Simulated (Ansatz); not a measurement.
Geometry optimisation, Ansatz 0.2.0, RKS B3LYP/def2-SVP.

Input:

```yaml
crystal:
  periodic: [false, false, false]
  atoms:
    - { symbol: Si, position_ang: [0.171348, 0.036163, 0.129661] }
    - { symbol: "N", position_ang: [0.756408, 0.110344, 1.79387] }
    - { symbol: H, position_ang: [0.196523, 0.23841, 2.632417] }
    - { symbol: H, position_ang: [1.675173, -0.264123, 2.002221] }
    - { symbol: H, position_ang: [1.538839, -0.124836, -0.353789] }
    - { symbol: H, position_ang: [-0.530051, 1.260182, -0.321195] }
    - { symbol: O, position_ang: [-0.884481, -1.187317, -0.289905] }
    - { symbol: H, position_ang: [-0.599659, -2.084821, -0.067578] }
basis:
  gaussian: { orbitals: def2-SVP }
hamiltonian:
  xc: b3lyp
relax:
  f_tol: 0.03
  max_steps: 50
output:
  orbitals: {}
```

Run as:

```bash
$ ansatz run input.yaml --threads 1 --pin off --max-ram 2048MiB --backend cpu --events-out ev --progress --plain --runs-dir out
```

Task: Where does it end, and by what steps?

Result: The forces met the threshold. After 6 steps the energy has fallen by 0.182 eV; H5 moved furthest, 0.28 Å.

| step | energy less start (eV) | largest force component (eV/Å) | accepted |
| --- | --- | --- | --- |
| 0 | 0.0000 | 1.454 | yes |
| 1 | -0.1535 | 0.662 | yes |
| 2 | -0.1710 | 0.256 | yes |
| 3 | -0.1709 | 0.317 | no |
| 4 | -0.1790 | 0.189 | yes |
| 5 | -0.1821 | 0.046 | yes |
| 6 | -0.1825 | 0.012 | yes |

```xyz
8
Properties=species:S:1:pos:R:3
Si 0.241 0.031 0.156
N 0.757 0.116 1.800
H 0.122 0.327 2.564
H 1.596 -0.351 2.126
H 1.502 -0.124 -0.630
H -0.506 1.262 -0.200
O -0.844 -1.187 -0.223
H -0.544 -2.091 -0.068
```

Whether the end is a true minimum wasn't checked by a vibrational analysis.

Time of the run: 19 s on 1 thread of Arm Neoverse V1 (shared host), peak memory 0.14 GiB.
